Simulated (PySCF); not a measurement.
C3H4, SMILES C(#C)C. Coordinates come from a ωB97X-D3(BJ)/def2-TZVP optimisation.

TDA-PBE/def2-SVPD in PySCF 2.14.0 puts the lowest singlet excitations at 6.72, 6.72, 6.80, 7.00, 7.00, 7.78 eV.

Problem. What are the lowest excitation roots from PySCF with ADC(2)/aug-cc-pVDZ? (Estimate from the structure and the level; the computed values follow.)

Solution. 7.31, 7.31, 7.61, 7.61, 8.03, 8.03 eV. S1 differs by 0.59 eV (second minus first; roots are paired by order, and the bases may differ).
